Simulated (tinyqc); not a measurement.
Stretching all distances: RHF, UHF, MP2, CISD and CCSD against full CI in the sto-6g basis, for H2O, spin multiplicity 1. Computed by the program tinyqc with PySCF. 

Geometry (angstrom):
```
atom       x        y       z
O     0.0000   0.0000  0.0000
H     0.0000   0.6420  0.6070
H     0.0000  -0.6590  0.6220
```

All coordinates are multiplied by the scale. c0^2 is the weight of the RHF determinant in the lowest singlet FCI state (UHF is spin-contaminated and may lie near states of higher spin) and n(LUMO) the first natural occupation beyond the occupied space.

Full CI energy (hartree) and errors against it (kcal/mol):
```
scale  distance 1-2 (angstrom)     E(FCI)      RHF     UHF     MP2    CISD    CCSD  <S^2> UHF   c0^2  n(LUMO)
0.960                    0.848  -75.67019   25.525  25.525   6.607   0.257   0.046      0.000  0.981    0.020
1.210                    1.069  -75.73393   44.349  44.349  13.069   1.056   0.127      0.000  0.954    0.049
1.470                    1.299  -75.66390   74.423  71.062  23.756   3.940   0.393      0.397  0.893    0.115
1.720                    1.520  -75.58060  114.938  56.225  37.994  11.045   0.680      1.343  0.789    0.234
1.980                    1.749  -75.51636  168.408  28.739  55.467  24.605  -1.182      1.736  0.631    0.420
```

UHF parts from RHF first at scale 1.47 of those listed, where <S^2> leaves zero. The weight c0^2 goes from 0.98 to 0.63 and n(LUMO) from 0.02 to 0.42: static correlation grows as the bonds break into open-shell fragments. The spread of the error along the curve, which distorts its shape, is CCSD 1.9, CISD 24.3, UHF 45.5, MP2 48.9, RHF 142.9 kcal/mol. Below FCI somewhere: CCSD, as non-variational methods may be. The table stops here: at scale 2.23 and beyond, the reference weight falls under 0.45 or RHF, UHF or CCSD hop between solutions, so those rows were left out and the spreads given cover only the rows shown. As computed, partly on other solutions, the errors there reach in size RHF 258, UHF 39, MP2 135, CISD 45, CCSD 4 kcal/mol.
